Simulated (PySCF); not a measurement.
Geometries of 2 isomers of C2H2FN3, from PBE0-D3(BJ)/def2-SVP geometry optimisation, gas phase in PySCF. One conformer each, no zero-point energy, no frequencies.

Problem. Which is lower in electronic energy at this level?
A.
```xyz
8
angstrom
F      0.378    1.846    0.725
C      0.166    0.662    0.209
C      0.560    0.066   -0.962
N      0.035   -1.187   -0.960
N     -0.640   -1.388    0.118
N     -0.571   -0.268    0.847
H      1.169    0.455   -1.773
H     -1.035   -0.202    1.745
```
B.
```xyz
8
angstrom
F      1.478   -0.773   -1.844
C      0.708   -0.370   -0.870
N      0.219    0.878   -0.822
C     -0.486    0.853    0.290
N     -0.400   -0.366    0.850
N      0.370   -1.175    0.109
H     -1.057    1.676    0.718
H     -0.830   -0.713    1.700
```

Solution. B. That is `Fc1nc[nH]n1`, 25.7 kcal/mol below the other.

```csv
SMILES,atoms numbered as above,E (Eh),relative (kcal/mol),relative (kJ/mol),dipole (D)
Fc1nc[nH]n1,[F:1][c:2]1[n:3][cH:4][nH:5][n:6]1,-340.88095,0.0,0.0,4.32
Fc1cnn[nH]1,[F:1][c:2]1[cH:3][n:4][n:5][nH:6]1,-340.84001,25.7,107.5,3.39
```
